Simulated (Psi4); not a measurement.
# BNH6 (SMILES [BH3-][NH3+]) at 4 levels

We compute a comparison of 4 runs (B3LYP/6-31G*, HSE06/def2-TZVP, TPSSh/def2-TZVP) of BNH6. 

Program for the calculation: Psi4 1.11.

1 further run of the same task is left out (set aside as unsound or not needed).

## 1. The structure to begin with

BNH6 has 8 atoms, charge 0, and is taken as a singlet. As SMILES, `[BH3-][NH3+]`. The B1–H3 distance was set to 1.818 Å, away from the relaxed value. At this shape a bond of the SMILES string is far longer than usual.

Bond lengths: B1–N2 1.639 Å, B1–H4 1.212 Å, B1–H5 1.212 Å, N2–H6 1.015 Å, N2–H7 1.015 Å, N2–H8 1.015 Å. Angles: B1–N2–H6 110.9°, B1–N2–H7 110.9°, B1–N2–H8 110.9°, N2–B1–H4 105.3°, N2–B1–H5 105.3°, H6–N2–H7 108.0°, H6–N2–H8 108.0°, H7–N2–H8 108.0°, H4–B1–H5 113.3°.

## 2. Energy and forces at B3LYP/6-31G(d) (spherical functions) (run 1)

bh6n.py reads:

```python
import psi4

psi4.set_memory('1600 MB')
psi4.set_num_threads(1)
psi4.core.set_output_file('bh6n.out', False)

mol = psi4.geometry("""
0 1
B     -0.247846     0.740367    -0.422624
N      0.149954     0.234467     1.084476
H     -0.078200    -0.728400    -1.481000
H     -1.389146     1.139267    -0.334424
H      0.547854     1.616167    -0.685624
H      0.084254     0.996567     1.751476
H      1.100054    -0.121733     1.108076
H     -0.470546    -0.506933     1.393276
symmetry c1
no_reorient
no_com
""")

options = {'basis': '6-31G*', 'reference': 'rks', 'puream': True, 'e_convergence': 1e-09, 'd_convergence': 1e-08, 'scf_type': 'pk', 'dft_radial_points': 99, 'dft_spherical_points': 590}
psi4.set_options(options)

E, wfn = psi4.gradient('b3lyp', molecule=mol, return_wfn=True)
psi4.oeprop(wfn, 'WIBERG_LOWDIN_INDICES', 'LOWDIN_CHARGES', 'QUADRUPOLE', title='B3LYP')
print('gradient / Eh bohr^-1')
print(E.np.round(6))
print(f'energy = {wfn.energy():.10f} Eh')
```

Started as:

```bash
$ python bh6n.py
```

bh6n.out:

```text
[...]
  Running in c1 symmetry.
[...]
  Nuclear repulsion =   39.567705206932295
[...]
  Multiplicity = 1
[...]
  Nalpha       = 9
  Nbeta        = 9
[...]
    Number of basis functions: 40
[...]
   @RKS iter   1:   -82.96268338935025   -3.67188e-01   1.50185e-02 ADIIS/DIIS
[...]
   @RKS iter  10:   -83.15075505143699   -3.83693e-13   3.24134e-09 DIIS
[...]
    Orbital Energies [Eh]
    ---------------------
    Doubly Occupied:
       1A    -14.419278     2A     -6.723101     3A     -0.967253
       4A     -0.567198     5A     -0.566841     6A     -0.517913
       7A     -0.356429     8A     -0.286804     9A     -0.216225
[...]
  @RKS Final Energy:   -83.15075505143699
   => Energetics <=
    Nuclear Repulsion Energy =             39.5677052069322954
    One-Electron Energy =                -188.5484761764843142
    Two-Electron Energy =                  76.4583677871682426
    DFT Exchange-Correlation Energy =     -10.6283518690532119
    Empirical Dispersion Energy =           0.0000000000000000
    VV10 Nonlocal Energy =                  0.0000000000000000
    Total Energy =                        -83.1507550514369882
[...]
  -Total Gradient:
     Atom            X                  Y                   Z
    ------   -----------------  -----------------  -----------------
       1       -0.002307000482     0.031813652140     0.030341724343
       2        0.000166421989     0.005522860823     0.008603818951
       3        0.005333565063    -0.052021287461    -0.041206657787
       4       -0.001966748966     0.006466153023     0.003897956783
       5       -0.000007924633     0.006942079644     0.003548408657
       6        0.000674607217    -0.005369734517    -0.003607714487
       7       -0.004397509676     0.002469271740    -0.000154422377
       8        0.002504446165     0.004177156368    -0.001423676109
[...]
 Multipole Moments:
 ------------------------------------------------------------------------------------
     Multipole            Electronic (a.u.)      Nuclear  (a.u.)        Total (a.u.)
 ------------------------------------------------------------------------------------
 L = 1.  Multiply by 2.5417464519 to convert [e a0] to [Debye]
 Dipole X            :          1.2447760           -0.7469747            0.4978013
 Dipole Y            :        -14.8638290           14.6227745           -0.2410545
 Dipole Z            :        -11.2450411           13.6627048            2.4176637
 Magnitude           :                                                    2.4801232
 L = 2.  Multiply by 1.3450342976 to convert [e a0^2] to [Debye ang]
 Quadrupole XX       :        -26.5211227           14.7812035          -11.7399191
 Quadrupole XY       :          4.3907852           -4.0103298            0.3804554
[...]
```

Standard output:

```text
gradient / Eh bohr^-1
[[-2.3070e-03  3.1814e-02  3.0342e-02]
 [ 1.6600e-04  5.5230e-03  8.6040e-03]
 [ 5.3340e-03 -5.2021e-02 -4.1207e-02]
 [-1.9670e-03  6.4660e-03  3.8980e-03]
 [-8.0000e-06  6.9420e-03  3.5480e-03]
 [ 6.7500e-04 -5.3700e-03 -3.6080e-03]
 [-4.3980e-03  2.4690e-03 -1.5400e-04]
 [ 2.5040e-03  4.1770e-03 -1.4240e-03]]
energy = -83.1507550514 Eh
```

Wall time 9.9 s (1 thread of Intel Xeon Platinum 8375C at 2.90GHz (Ice Lake), shared host); peak memory 0.76 GiB.

## 3. A single-point energy at B3LYP/6-31G(d) (Cartesian functions) (run 2)

job.py reads:

```python
import psi4

psi4.set_memory('1600 MB')
psi4.set_num_threads(1)
psi4.core.set_output_file('run.log', False)

mol = psi4.geometry("""
0 1
B     -0.46836106     1.39909086    -0.79864361
N      0.28337199     0.44307842     2.04936263
H     -0.14777658    -1.37647651    -2.79868439
H     -2.62510549     2.15290261    -0.63196977
H      1.03529402     3.05411300    -1.29564158
H      0.15921698     1.88323869     3.30980995
H      2.07880078    -0.23004203     2.09396017
H     -0.88920307    -0.95796453     2.63291006
units bohr
symmetry c1
no_reorient
no_com
""")

psi4.set_options({
    'reference': 'rks',
    'puream': False,
    'e_convergence': 1e-09,
    'd_convergence': 1e-08,
    'scf_type': 'pk',
    'dft_radial_points': 99,
    'dft_spherical_points': 590,
})

e, wfn = psi4.energy('b3lyp/6-31G*', return_wfn=True)
psi4.oeprop(wfn, 'LOWDIN_CHARGES', 'MAYER_INDICES', 'DIPOLE')
print('E =', round(e, 9))
```

Started as:

```bash
$ python job.py
```

run.log:

```text
[...]
  Running in c1 symmetry.
[...]
  Nuclear repulsion =   39.567705259859721
[...]
  Multiplicity = 1
[...]
  Nalpha       = 9
  Nbeta        = 9
[...]
    Number of basis functions: 42
[...]
   @RKS iter   1:   -82.96452928128784   -3.68223e-01   1.44574e-02 DIIS/ADIIS
[...]
   @RKS iter  10:   -83.15230182001471   -6.25278e-13   3.08785e-09 DIIS
[...]
    Orbital Energies [Eh]
    ---------------------
    Doubly Occupied:
       1A    -14.429210     2A     -6.730567     3A     -0.967171
       4A     -0.567020     5A     -0.566661     6A     -0.517846
       7A     -0.356382     8A     -0.286716     9A     -0.216139
[...]
  @RKS Final Energy:   -83.15230182001471
   => Energetics <=
    Nuclear Repulsion Energy =             39.5677052598597214
    One-Electron Energy =                -188.5285317026426810
    Two-Electron Energy =                  76.4226219176775174
    DFT Exchange-Correlation Energy =     -10.6140972949092891
    Empirical Dispersion Energy =           0.0000000000000000
    VV10 Nonlocal Energy =                  0.0000000000000000
    Total Energy =                        -83.1523018200147135
[...]
 Multipole Moments:
 ------------------------------------------------------------------------------------
     Multipole            Electronic (a.u.)      Nuclear  (a.u.)        Total (a.u.)
 ------------------------------------------------------------------------------------
 L = 1.  Multiply by 2.5417464519 to convert [e a0] to [Debye]
 Dipole X            :          1.2442576           -0.7469747            0.4972829
 Dipole Y            :        -14.8628003           14.6227745           -0.2400258
 Dipole Z            :        -11.2465022           13.6627048            2.4162026
 Magnitude           :                                                    2.4784950
[...]
```

Standard output:

```text
E = -83.15230182
```

It took 9 s on 1 thread of Intel Xeon Platinum 8375C at 2.90GHz (Ice Lake), shared host; peak memory 0.78 GiB.

## 4. Energy and gradient at HSE06/def2-TZVP (run 3)

job.json reads:

```json
{
 "schema_name": "qcschema_input",
 "schema_version": 1,
 "molecule": {
  "schema_name": "qcschema_molecule",
  "schema_version": 2,
  "symbols": ["B", "N", "H", "H", "H", "H", "H", "H"],
  "geometry": [-0.46836106, 1.39909086, -0.79864361, 0.28337199, 0.44307842, 2.04936263, -0.14777658, -1.37647651, -2.79868439, -2.62510549, 2.15290261, -0.63196977, 1.03529402, 3.054113, -1.29564158, 0.15921698, 1.88323869, 3.30980995, 2.07880078, -0.23004203, 2.09396017, -0.88920307, -0.95796453, 2.63291006],
  "molecular_charge": 0,
  "molecular_multiplicity": 1,
  "fix_symmetry": "c1"
 },
 "driver": "gradient",
 "model": {
  "method": "hse06",
  "basis": "def2-TZVP"
 },
 "keywords": {
  "puream": true,
  "e_convergence": 1e-09,
  "d_convergence": 1e-08,
  "scf_type": "pk",
  "dft_radial_points": 99,
  "dft_spherical_points": 590,
  "scf_properties": ["DIPOLE", "WIBERG_LOWDIN_INDICES", "MAYER_INDICES"]
 }
}
```

Started as:

```bash
$ psi4 --qcschema job.json -n 1 --memory 1600MB
```

stdout:

```text
[...]
  Running in c1 symmetry.
[...]
  Nuclear repulsion =   39.567705259859721
[...]
  Multiplicity = 1
[...]
  Nalpha       = 9
  Nbeta        = 9
[...]
    Number of basis functions: 98
[...]
   @RKS iter   1:   -82.78152133246516   -2.90330e-01   7.82460e-03 DIIS/ADIIS
[...]
   @RKS iter  10:   -83.08301628680913   -6.25278e-12   5.05307e-09 DIIS
[...]
    Orbital Energies [Eh]
    ---------------------
    Doubly Occupied:
       1A    -14.460032     2A     -6.751416     3A     -0.975218
       4A     -0.565441     5A     -0.565070     6A     -0.525230
       7A     -0.363073     8A     -0.291896     9A     -0.225079
[...]
  @RKS Final Energy:   -83.08301628680913
   => Energetics <=
    Nuclear Repulsion Energy =             39.5677052598597214
    One-Electron Energy =                -188.5266911789401547
    Two-Electron Energy =                  76.0222664496389910
    DFT Exchange-Correlation Energy =     -10.1462968173677019
    Empirical Dispersion Energy =           0.0000000000000000
    VV10 Nonlocal Energy =                  0.0000000000000000
    Total Energy =                        -83.0830162868091264
[...]
 Multipole Moments:
 ------------------------------------------------------------------------------------
     Multipole            Electronic (a.u.)      Nuclear  (a.u.)        Total (a.u.)
 ------------------------------------------------------------------------------------
 L = 1.  Multiply by 2.5417464519 to convert [e a0] to [Debye]
 Dipole X            :          0.3053923            0.1687307            0.4741231
 Dipole Y            :          0.3474736           -0.5429087           -0.1954351
 Dipole Z            :          2.1553538            0.1936194            2.3489732
 Magnitude           :                                                    2.4043008
[...]
  -Total Gradient:
     Atom            X                  Y                   Z
    ------   -----------------  -----------------  -----------------
       1       -0.004006405514     0.033206233099     0.022864018730
       2       -0.000095897667     0.005833291182     0.007569199370
       3        0.005428135255    -0.051807660881    -0.040395872964
       4       -0.001814680324     0.006566341749     0.004504935248
       5        0.000022748053     0.007012383123     0.004177276176
       6        0.000524414171    -0.001816368385     0.000367852828
       7        0.000149277293     0.000534779358     0.000436849308
       8       -0.000203717923     0.000463126669     0.000486482014
[...]
```

The result, in JSON:

```text
{
 "driver": "gradient",
 "model": {
  "method": "hse06",
  "basis": "def2-TZVP"
 },
 "success": true,
 "return_result": [-0.004006405514397907, 0.033206233099458714, 0.02286401872989714, -9.589766734634936e-05, 0.005833291182438159, 0.007569199369564017, 0.005428135254723708, -0.05180766088105415, -0.04039587296363517, -0.0018146803244591253, 0.0065663417486102466, 0.004504935248366322, 2.274805295469917e-05, 0.00701238312251172, 0.004177276176396912, 0.0005244141705845057, -0.001816368385155781, 0.00036785282809295716, 0.00014927729348535035, 0.0005347793580289945, 0.00043684930767430834, -0.00020371792264178845, 0.0004631266687308566, 0.0004864820141087939],
 "properties": {
  "calcinfo_nbasis": 98,
  "calcinfo_nmo": 98,
  "calcinfo_nalpha": 9,
  "calcinfo_nbeta": 9,
  "calcinfo_natom": 8,
  "nuclear_repulsion_energy": 39.56770525985972,
  "return_energy": -83.08301628680913,
  "return_gradient": [-0.004006405514397907, 0.033206233099458714, 0.02286401872989714, -9.589766734634936e-05, 0.005833291182438159, 0.007569199369564017, 0.005428135254723708, -0.05180766088105415, -0.04039587296363517, -0.0018146803244591253, 0.0065663417486102466, 0.004504935248366322, 2.274805295469917e-05, 0.00701238312251172, 0.004177276176396912, 0.0005244141705845057, -0.001816368385155781, 0.00036785282809295716, 0.00014927729348535035, 0.0005347793580289945, 0.00043684930767430834, -0.00020371792264178845, 0.0004631266687308566, 0.0004864820141087939],
  "scf_one_electron_energy": -188.52669117894015,
  "scf_two_electron_energy": 76.02226644963899,
  "scf_xc_energy": -10.146296817367702,
  "scf_dipole_moment": [0.4741230581496765, -0.1954350984917581, 2.3489731668308718],
  "scf_total_energy": -83.08301628680913,
  "scf_total_gradient": [-0.004006405514397907, 0.033206233099458714, 0.02286401872989714, -9.589766734634936e-05, 0.005833291182438159, 0.007569199369564017, 0.005428135254723708, -0.05180766088105415, -0.04039587296363517, -0.0018146803244591253, 0.0065663417486102466, 0.004504935248366322, 2.274805295469917e-05, 0.00701238312251172, 0.004177276176396912, 0.0005244141705845057, -0.001816368385155781, 0.00036785282809295716, 0.00014927729348535035, 0.0005347793580289945, 0.00043684930767430834, -0.00020371792264178845, 0.0004631266687308566, 0.0004864820141087939],
  "scf_iterations": 10
 }
}
```

It took 54 s on 1 thread of Intel Xeon Platinum 8375C at 2.90GHz (Ice Lake), shared host; peak memory 0.9 GiB.

## 5. The energy at TPSSh/def2-TZVP (run 4)

calc.dat reads:

```
memory 1.6 GB

molecule molecule1 {
  B     -0.46836106     1.39909086    -0.79864361
  N      0.28337199     0.44307842     2.04936263
  H     -0.14777658    -1.37647651    -2.79868439
  H     -2.62510549     2.15290261    -0.63196977
  H      1.03529402     3.05411300    -1.29564158
  H      0.15921698     1.88323869     3.30980995
  H      2.07880078    -0.23004203     2.09396017
  H     -0.88920307    -0.95796453     2.63291006
  units au
  symmetry c1
  no_reorient
  no_com
}

set basis def2-TZVP
set reference rks
set puream true
set e_convergence 1e-09
set d_convergence 1e-08
set scf_type pk
set dft_radial_points 99
set dft_spherical_points 590

e, wfn = energy("tpssh", return_wfn=True)
oeprop(wfn, "MULLIKEN_CHARGES", "DIPOLE", "LOWDIN_CHARGES", title="TPSSH")
```

Started as:

```bash
$ psi4 calc.dat calc.out -n 1
```

calc.out:

```text
[...]
  Running in c1 symmetry.
[...]
  Nuclear repulsion =   39.567705259859721
[...]
  Multiplicity = 1
[...]
  Nalpha       = 9
  Nbeta        = 9
[...]
    Number of basis functions: 98
[...]
   @RKS iter   1:   -82.87983117024393   -2.96108e-01   8.18849e-03 ADIIS/DIIS
[...]
   @RKS iter  10:   -83.19878937335338   -1.65414e-11   8.03365e-09 DIIS
[...]
    Orbital Energies [Eh]
    ---------------------
    Doubly Occupied:
       1A    -14.341472     2A     -6.679131     3A     -0.946842
       4A     -0.547367     5A     -0.546871     6A     -0.506145
       7A     -0.351743     8A     -0.284299     9A     -0.220174
[...]
  @RKS Final Energy:   -83.19878937335338
   => Energetics <=
    Nuclear Repulsion Energy =             39.5677052598597214
    One-Electron Energy =                -188.5299248343067120
    Two-Electron Energy =                  77.6417420370155327
    DFT Exchange-Correlation Energy =     -11.8783118359219415
    Empirical Dispersion Energy =           0.0000000000000000
    VV10 Nonlocal Energy =                  0.0000000000000000
    Total Energy =                        -83.1987893733533781
[...]
 Multipole Moments:
 ------------------------------------------------------------------------------------
     Multipole            Electronic (a.u.)      Nuclear  (a.u.)        Total (a.u.)
 ------------------------------------------------------------------------------------
 L = 1.  Multiply by 2.5417464519 to convert [e a0] to [Debye]
 Dipole X            :          1.2178786           -0.7469747            0.4709039
 Dipole Y            :        -14.8072631           14.6227745           -0.1844886
 Dipole Z            :        -11.3166214           13.6627048            2.3460834
 Magnitude           :                                                    2.3999779
[...]
  Mulliken Charges: (a.u.)
   Center  Symbol    Alpha    Beta     Spin     Total
       1     B     2.63561  2.63561  0.00000 -0.27122
       2     N     3.70222  3.70222  0.00000 -0.40444
       3     H     0.57698  0.57698  0.00000 -0.15396
       4     H     0.50974  0.50974  0.00000 -0.01948
       5     H     0.50974  0.50974  0.00000 -0.01947
       6     H     0.35807  0.35807  0.00000  0.28387
       7     H     0.35382  0.35382  0.00000  0.29235
       8     H     0.35383  0.35383  0.00000  0.29235
   Total alpha =  9.00000, Total beta =  9.00000, Total charge =  0.00000
[...]
```

It took 55 s on 1 thread of Intel Xeon Platinum 8375C at 2.90GHz (Ice Lake), shared host; peak memory 0.85 GiB.

## 6. Overview of the runs

| run | level | task | Cartesian functions | energy (Eh) | dipole moment (D) | HOMO energy (eV) | LUMO energy (eV) | wall time |
| --- | --- | --- | --- | --- | --- | --- | --- | --- |
| 1 | B3LYP/6-31G* (spherical functions) | gradient | no | -83.150755 | 6.30 | -5.88 | 0.60 | 9.9 s |
| 2 | B3LYP/6-31G* (Cartesian functions) | energy | yes | -83.152302 | 6.30 | -5.88 | 0.57 | 9 s |
| 3 | HSE06/def2-TZVP | gradient | no | -83.083016 | 6.11 | -6.12 | -0.56 | 54 s |
| 4 | TPSSh/def2-TZVP | energy | no | -83.198789 | 6.10 | -5.99 | -0.46 | 55 s |

## 7. What came out

| quantity | value |
| --- | --- |
| run 4: total energy | -83.19879 Eh |
| run 4: dipole moment | 6.10 D |
| run 4: HOMO energy | -5.99 eV |
| run 4: LUMO energy | -0.46 eV |
| run 4: HOMO–LUMO gap | 5.53 eV |

The dipole moment (its size) runs from 6.10 D (TPSSh/def2-TZVP) to 6.30 D (B3LYP/6-31G*). The two ends differ in method and basis. The HOMO–LUMO gap runs from 5.53 eV (TPSSh/def2-TZVP) to 6.48 eV (B3LYP/6-31G*). Totals of different functionals can't be ranked against each other. All runs together took 2.1 min, the longest 55 s.
